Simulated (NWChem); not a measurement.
# C2H3ClO (acetyl chloride): levels of theory compared

Aim: a comparison of 6 runs (HF/3-21G, HF/cc-pVDZ, B3LYP/cc-pVTZ, r2SCAN/6-31G, SVWN5/cc-pVDZ, CCSD(T)/cc-pVDZ) of C2H3ClO (acetyl chloride). 

The calculation is run with NWChem 7.3.0.

**1. The molecule**

C2H3ClO has 7 atoms, charge 0, and is taken as a singlet. As SMILES, `CC(=O)Cl`. The coordinates come from a PBE0-D4/def2-TZVP relaxation.

Bond lengths: C1–C2 1.491 Å, C2–O3 1.179 Å, C2–Cl4 1.794 Å, C1–H5 1.089 Å, C1–H6 1.091 Å, C1–H7 1.091 Å. Angles: C1–C2–O3 127.8°, C1–C2–Cl4 111.8°, O3–C2–Cl4 120.4°, C2–C1–H5 109.4°, C2–C1–H6 109.4°, C2–C1–H7 109.4°, H5–C1–H6 110.6°, H5–C1–H7 110.6°, H6–C1–H7 107.3°.

**2. Energy and forces at HF/3-21G (run 1)**

The input, c2h3clo.nw:

```
start c2h3clo
memory 2200 mb
geometry noautosym nocenter noautoz
  C     0.144710    0.666770    0.108700
  C     0.017280   -0.815930    0.021550
  O     0.681540   -1.630880    0.555040
  Cl   -1.337090   -1.306820   -1.047030
  H     0.973300    0.921250    0.767410
  H    -0.788440    1.089970    0.484050
  H     0.308710    1.075650   -0.889730
end
basis spherical bse
  * library 3-21G
end
scf
  thresh 1e-08
  maxiter 80
end
task scf gradient
```

The run is started by

```
$ nwchem c2h3clo.nw > c2h3clo.out
```

The program printed:

```text
[...]
  functions       =    46
[...]
  wavefunction    = RHF
[...]
         Total SCF energy =   -608.780569539902
      One-electron energy =  -1135.641179239686
      Two-electron energy =    377.202374159332
 Nuclear repulsion energy =    149.658235540452
        Time for solution =      1.0s
[...]
                         RHF ENERGY GRADIENTS
    atom               coordinates                        gradient
                 x          y          z           x          y          z
   1 C       0.273462   1.260013   0.205413    0.002850  -0.009615   0.002389
   2 C       0.032654  -1.541884   0.040724   -0.022792  -0.012219  -0.017967
   3 O       1.287924  -3.081916   1.048874   -0.005413   0.008690  -0.004377
   4 Cl     -2.526734  -2.469532  -1.978600    0.026311   0.008782   0.020778
   5 H       1.839270   1.740910   1.450195    0.005161   0.001276   0.004107
   6 H      -1.489936   2.059745   0.914722   -0.005784   0.001587   0.000932
   7 H       0.583377   2.032684  -1.681346   -0.000333   0.001500  -0.005862
[...]
```

Run time: 1.8 s. Hardware: 1 thread of Intel Xeon 6975P-C (Granite Rapids), shared host; peak memory 0.099 GiB.

**3. Energy and gradient at HF/cc-pVDZ (run 2)**

The input, run.py:

```python
from ase import Atoms
from ase.calculators.nwchem import NWChem

mol = Atoms('CCOClHHH', positions=[
    [0.144710, 0.666770, 0.108700],
    [0.017280, -0.815930, 0.021550],
    [0.681540, -1.630880, 0.555040],
    [-1.337090, -1.306820, -1.047030],
    [0.973300, 0.921250, 0.767410],
    [-0.788440, 1.089970, 0.484050],
    [0.308710, 1.075650, -0.889730],
])

calc = NWChem(
    label='c2h3clo',
    theory='scf',
    memory='2200 mb',
    basis='cc-pVDZ',
    basispar='spherical bse',
    scf={'nopen': '0', 'rhf': None, 'thresh': '1e-08', 'maxiter': '80'},
)
mol.calc = calc

forces = mol.get_forces()
print("Total energy (eV):", round(mol.get_potential_energy(), 6))
print("forces (eV/A):")
for s, f in zip(mol.symbols, forces):
    print(f"{s:2s} {f[0]:10.5f} {f[1]:10.5f} {f[2]:10.5f}")
print("dipole (e A):", mol.get_dipole_moment().round(4))
```

The run is started by

```
$ export ASE_NWCHEM_COMMAND="nwchem PREFIX.nwi > PREFIX.nwo"
$ python run.py
```

The program printed:

```text
Total energy (eV): -16649.739296
forces (eV/A):
C     0.01250    0.35450    0.00468
C     0.78943   -1.19633    0.63635
O    -0.91197    1.05060   -0.73112
Cl    0.05975   -0.07847    0.04746
H    -0.03276   -0.04103   -0.02587
H     0.05600   -0.04484    0.01666
H     0.02695   -0.04448    0.05188
dipole (e A): [0.01   0.6347 0.002 ]
```

The calculator wrote c2h3clo.nwi:

```
title "c2h3clo"

permanent_dir c2h3clo

scratch_dir c2h3clo

start c2h3clo

geometry units angstrom nocenter noautosym noautoz
  C  1.4471000000000001e-01 6.6676999999999997e-01 1.0870000000000000e-01
  C  1.7280000000000000e-02 -8.1593000000000004e-01 2.1550000000000000e-02
  O  6.8154000000000003e-01 -1.6308800000000001e+00 5.5503999999999998e-01
  Cl -1.3370899999999999e+00 -1.3068200000000001e+00 -1.0470299999999999e+00
  H  9.7330000000000005e-01 9.2125000000000001e-01 7.6741000000000004e-01
  H  -7.8844000000000003e-01 1.0899700000000001e+00 4.8404999999999998e-01
  H  3.0870999999999998e-01 1.0756500000000000e+00 -8.8973000000000002e-01
end

memory 2200 mb

basis spherical bse noprint
   * library cc-pVDZ
end

scf
  nopen 0
  rhf
  thresh 1e-08
  maxiter 80
end

task scf gradient
```

c2h3clo.nwo:

```text
Northwest Computational Chemistry Package (NWChem) 7.3.0
             --------------------------------------------------------

           Job information
           ---------------

    nwchem branch   = 7.3.0
    use scalapack   = T
    input           = c2h3clo.nwi
    prefix          = c2h3clo.
    data base       = c2h3clo/c2h3clo.db
    status          = startup
    nproc           =        1

           Memory information
           ------------------

    heap     =     72089594 doubles =      550.0 Mbytes
    stack    =     72089599 doubles =      550.0 Mbytes
    global   =    144179200 doubles =     1100.0 Mbytes (distinct from heap & stack)
    total    =    288358393 doubles =     2200.0 Mbytes
    verify   = yes
    hardfail = no

           Directory information
           ---------------------

  0 permanent = c2h3clo
  0 scratch   = c2h3clo

                                NWChem Input Module
                                -------------------

                                      c2h3clo
                                      -------

[... 126 lines left out ...]
 Convergence threshold     :          1.000E-08
[... 12 lines left out ...]
       Final RHF  results
[... 3 lines left out ...]
      One-electron energy =  -1139.662522026417
[... 1 line left out ...]
 Nuclear repulsion energy =    149.658235540452
[... 38 lines left out ...]
                       ROHF Final Molecular Orbital Analysis
[... 210 lines left out ...]
                              NWChem Gradients Module
                              -----------------------

                                      c2h3clo

  wavefunction    =   RHF

                         RHF ENERGY GRADIENTS

    atom               coordinates                        gradient
                 x          y          z           x          y          z
   1 C       0.273462   1.260013   0.205413   -0.000243  -0.006894  -0.000091
   2 C       0.032654  -1.541884   0.040724   -0.015352   0.023265  -0.012375
   3 O       1.287924  -3.081916   1.048874    0.017735  -0.020431   0.014218
   4 Cl     -2.526734  -2.469532  -1.978600   -0.001162   0.001526  -0.000923
   5 H       1.839270   1.740910   1.450195    0.000637   0.000798   0.000503
   6 H      -1.489936   2.059745   0.914722   -0.001089   0.000872  -0.000324
   7 H       0.583377   2.032684  -1.681346   -0.000524   0.000865  -0.001009

                 ----------------------------------------
                 |  Time  |  1-e(secs)   |  2-e(secs)   |
                 ----------------------------------------
                 |  CPU   |       0.00   |       5.77   |
                 ----------------------------------------
                 |  WALL  |       0.00   |       5.77   |
                 ----------------------------------------

 Task  times  cpu:       25.3s     wall:       25.3s
 Total times  cpu:       25.3s     wall:       25.3s
```

Wall time 26 s (1 thread of Intel Xeon 6975P-C (Granite Rapids), shared host); peak memory 0.1 GiB.

Run 3 isn't shown in full; the table further down has it.

**4. Energy and gradient at r2SCAN/6-31G (run 4)**

The input, c2h3clo.nw:

```
echo
start c2h3clo
title "C2H3ClO r2SCAN"
memory 2200 mb

geometry units angstroms noautosym nocenter noautoz
 C     0.144710    0.666770    0.108700
 C     0.017280   -0.815930    0.021550
 O     0.681540   -1.630880    0.555040
 Cl   -1.337090   -1.306820   -1.047030
 H     0.973300    0.921250    0.767410
 H    -0.788440    1.089970    0.484050
 H     0.308710    1.075650   -0.889730
end

basis spherical bse
 C library 6-31G
 O library 6-31G
 Cl library 6-31G
 H library 6-31G
end

dft
 xc r2scan
 grid xfine
 convergence energy 1e-08
 iterations 100
 mulliken
end

task dft gradient
```

The run is started by

```
$ nwchem c2h3clo.nw > c2h3clo.out
```

The program printed:

```text
[...]
          Wavefunction type:  closed shell.
          No. of atoms     :     7
          No. of electrons :    40
[...]
          Charge           :     0
          Spin multiplicity:     1
[...]
          AO basis - number of functions:    46
[...]
              XC Information
              --------------
                      r^2SCAN Method XC Functional
               r^2SCAN metaGGA Exchange Functional  1.000
                     r^2SCAN Correlation Potential  1.000
[...]
 d= 0,ls=0.0,diis     1   -613.0830042825 -7.63D+02  5.50D-02  1.21D+00     1.6
[...]
 d= 0,ls=0.0,diis    11   -613.2454699701 -2.64D-09  7.78D-07  6.09D-10    12.6
         Total DFT energy =     -613.245469970093
      One electron energy =    -1139.719722155340
           Coulomb energy =      425.498289891241
    Exchange-Corr. energy =      -48.682273246446
 Nuclear repulsion energy =      149.658235540452
[...]
      Total Density - Mulliken Population Analysis
     ---------------------------------------------
    Atom       Charge   Shell Charges
 -----------   ------   -------------------------------------------------------
    1 C    6     6.55   2.00  0.68  2.14  0.71  1.02
    2 C    6     5.88   2.00  0.74  1.96  0.46  0.72
    3 O    8     8.29   2.00  0.94  2.86  1.02  1.47
    4 Cl  17    16.96   2.00  2.00  5.97  1.41  3.61  0.53  1.44
    5 H    1     0.78   0.52  0.25
    6 H    1     0.77   0.52  0.25
    7 H    1     0.77   0.52  0.25
[...]
  wavefunction    = closed shell
                         DFT ENERGY GRADIENTS
    atom               coordinates                        gradient
                 x          y          z           x          y          z
   1 C       0.273462   1.260013   0.205413    0.000611  -0.000463   0.000516
   2 C       0.032654  -1.541884   0.040724    0.009442  -0.048752   0.007890
   3 O       1.287924  -3.081916   1.048874   -0.037983   0.045071  -0.030497
   4 Cl     -2.526734  -2.469532  -1.978600    0.028726   0.009993   0.022677
   5 H       1.839270   1.740910   1.450195   -0.001510  -0.001115  -0.001191
   6 H      -1.489936   2.059745   0.914722    0.001603  -0.002377  -0.001265
   7 H       0.583377   2.032684  -1.681346   -0.000889  -0.002357   0.001870
[...]
```

It took 16 s on 1 thread of Intel Xeon 6975P-C (Granite Rapids), shared host; peak memory 0.13 GiB.

Run 5 isn't shown in full; the table further down has it.

**5. A single-point energy at CCSD(T)/cc-pVDZ (run 6)**

The input, c2h3clo.xyz:

```xyz
7

C      0.144710     0.666770     0.108700
C      0.017280    -0.815930     0.021550
O      0.681540    -1.630880     0.555040
Cl    -1.337090    -1.306820    -1.047030
H      0.973300     0.921250     0.767410
H     -0.788440     1.089970     0.484050
H      0.308710     1.075650    -0.889730
```

The input, c2h3clo.nw:

```
start c2h3clo
memory 2200 mb

geometry noautosym nocenter noautoz
  load format xyz c2h3clo.xyz
end

basis spherical bse
  * library cc-pVDZ
end

scf
  thresh 1e-08
  maxiter 80
  print medium
end

ccsd
  freeze core 8
  maxiter 60
end

task ccsd(t) energy
```

The run is started by

```
$ nwchem c2h3clo.nw > c2h3clo.out
```

The program printed:

```text
[...]
  functions       =    75
[...]
  wavefunction    = RHF
[...]
         Total SCF energy =   -611.866638507089
      One-electron energy =  -1139.662522026822
      Two-electron energy =    378.137647979280
 Nuclear repulsion energy =    149.658235540452
        Time for solution =     19.1s
[...]
 Total MP2 energy:           -612.457241285248415
[...]
             energy      energy      error      ampl     ampl      Block
                                                time     time      time
[...]
 Total CCSD energy:           -612.487195363508476
[...]
 Total CCSD+T(CCSD) energy:           -612.508629843363451
[...]
 Total CCSD(T) energy:                -612.507044676773830
[...]
```

Wall time 88 s (1 thread of Intel Xeon 6975P-C (Granite Rapids), shared host); peak memory 0.2 GiB.

**6. Overview of the runs**

| run | level | iteration cap | module | energy (Eh) | dipole moment (D) of the reference | HOMO energy (eV) | LUMO energy (eV) | wall time |
| --- | --- | --- | --- | --- | --- | --- | --- | --- |
| 1 | HF/3-21G | 80 | scf | -608.780570 | 3.31 | -12.14 | 3.60 | 1.8 s |
| 2 | HF/cc-pVDZ | 80 | scf | -611.866639 | 3.05 | -12.24 | 3.68 | 26 s |
| 3 | B3LYP/cc-pVTZ | 100 | dft | -613.545544 | – | – | – | 1.7 min |
| 4 | r2SCAN/6-31G | 100 | dft | -613.245470 | 3.09 | -7.37 | -1.96 | 16 s |
| 5 | SVWN5/cc-pVDZ | 100 | dft | -610.716872 | 2.62 | -6.93 | -2.06 | 25 s |
| 6 | CCSD(T)/cc-pVDZ | 80 | ccsd(t) | -612.507045 | – | -12.24 | 3.68 | 88 s |

**7. What came out**

```
                                          quantity          value
                               run 6: total energy  -612.50704 Eh
        run 6: HOMO energy (Hartree–Fock orbitals)      -12.24 eV
        run 6: LUMO energy (Hartree–Fock orbitals)        3.68 eV
      run 6: HOMO–LUMO gap (Hartree–Fock orbitals)       15.92 eV
run 6: correlation energy (8 core orbitals frozen)     -640.4 mEh
                             run 6: (T) correction     -19.85 mEh
```

What this shows: Over runs 1, 2, 4, 5 the dipole moment (its size) runs from 2.62 D (SVWN5/cc-pVDZ) to 3.31 D (HF/3-21G). The two ends differ in method and basis. Over runs 1, 2, 4, 5 the HOMO–LUMO gap runs from 4.87 eV (SVWN5/cc-pVDZ) to 15.92 eV (HF/cc-pVDZ). Exact exchange widens orbital gaps. Totals of different functionals can't be ranked against each other. All runs together took 4.4 min, the longest 1.7 min.
